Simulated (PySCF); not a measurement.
Input for PySCF: U-M06-2X/def2-TZVPPD on H (SMILES [H]), 2S+1 = 2.

```python
from pyscf import gto, dft

mol = gto.M(
    atom='''
    H     0.00000000    0.00000000    0.00000000
    ''',
    basis='def2-tzvppd',
    charge=0, spin=1, verbose=4, max_memory=1800)
mf = dft.UKS(mol, xc='m062x').density_fit(auxbasis='def2-universal-jkfit')
mf.grids.level = 4
mf.conv_tol = 1e-9
mf.max_cycle = 150
mf.kernel()
mf.dip_moment()
```

Q: What total energy does the run end on?

A: -0.4981 hartree.
